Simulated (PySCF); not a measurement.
# Vibration and rotation of SiF⁻

UHF-CCSD(T) constants of SiF⁻, ³Σ⁻ (triplet), unpaired electrons π ↑↑ (basis Si def2-SVPD, F def2-SVPD; no relativity; PySCF 2.14; masses 27.9769 and 18.9984 u):

- ωe: 580.5 cm⁻¹
- ωexe: 4.74 cm⁻¹
- Be: 0.46288 cm⁻¹
- αe: 0.00513 cm⁻¹
- De to Si + F⁻: 2.80 eV

(1) What force constant and bond length do these constants imply?

(2) Estimate the centrifugal constant D from the Kratzer relation and find the Dunham coefficient a1.

Correlated steps freeze 6 core orbitals. Correlated levels converge slowly with the basis: in double zeta they bind strong bonds too weakly, by up to about 1 eV, and carry superposition errors of some tenths. For an ion De counts to the pair picked by the measured ionisation energies or electron affinities, which need not be the lowest pair at this level. The state was picked by a PBE0 search and need not be the measured ground state.

Results:

(1) Reduced mass μred = 11.315 u; k = 5.8918×10⁻⁷·μred·ωe² (u, cm⁻¹, mdyn/Å) = 2.25 mdyn/Å; Re = √(16.8576/(μred·Be)) (u, cm⁻¹, Å) = 1.794 Å.

(2) D = 4Be³/ωe² = 1.18e-06 cm⁻¹; a1 = −1 − αeωe/(6Be²) = -3.32.
